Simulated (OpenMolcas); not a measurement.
# NaH⁺ in OpenMolcas, from active space to Ω levels

Aim: the low electronic states of NaH⁺, first without spin–orbit coupling and then as Ω levels, at one distance and along the bond.

Method: SA-CASSCF(1,5), XMS-CASPT2, RASSI; ANO-RCC-VTZP; program: OpenMolcas 26.06.

All values are calculated.

**1. Input**

C2 symmetry about the axis (a holds Σ, Δ, Γ; b holds Π, Φ, H; Σ⁺ and Σ⁻ are not told apart); roots by multiplicity and irrep: 2a 1.

Active shells: Na 3s 3p, H 1s.

Input file m.inp:

```
&GATEWAY
Coord
2
angstrom
Na 0.0 0.0 0.0
H 0.0 0.0 2.5230
Basis=ANO-RCC-VTZP
Group=XY
RX2C
AMFI
ANGMom
0.0 0.0 0.0
RICD
&SEWARD
&GUESSORB
&RASSCF
FileOrb=$CurrDir/o21.orb
Symmetry=1
Spin=2
nActEl=1 0 0
Inactive=3 2
RAS2=3 2
CIRoot=1 1 1
Linear
Iterations=120 100
OrbListing=Nothing
PRWF=0.15
>>COPY $Project.RasOrb $CurrDir/o21.orb
>>COPY $Project.rasscf.h5 $CurrDir/r21.h5
&CASPT2
XMultistate=all
Imaginary=0.2
IPEA=0.25
MaxIter=40
>>COPY $Project.JobMix JOB001
&RASSI
Nr of JobIphs=1 1
1
SpinOrbit
EJob
Omega
MEES
MESO
Properties=4
'AngMom' 3 'Mltpl  1' 1 'Mltpl  1' 2 'Mltpl  1' 3
Thrs=1.0d-4
>>COPY $Project.rassi.h5 $CurrDir/so.h5
```

Each module block was a call of its own in one work directory; start orbitals came from a preliminary run.

The run is started by

```console
$ pymolcas m.inp
```

**2. CASSCF and CASPT2, block by block**

After this run come: From Λ–S states to Ω levels.

What does the calculation give? Wanted: lowest spin-free state; lowest level; lowering by spin–orbit coupling; lowest curve, Re and ωe.

**Answer**, as computed:

```
                       quantity                 value
         lowest spin-free state                 (1)2Σ
                   lowest level  Ω = 1/2, 100 % (1)2Σ
lowering by spin–orbit coupling                0 cm⁻¹
        lowest curve, Re and ωe   2.624 Å, 296.2 cm⁻¹
```

In words: At 2.523 Å the lowest computed level has Ω = 1/2 and is 100 % (1)2Σ. Only the spin multiplicities and numbers of roots in the input were computed, so the list of states is not complete and the lowest one found need not be the ground state; labels number the states computed.
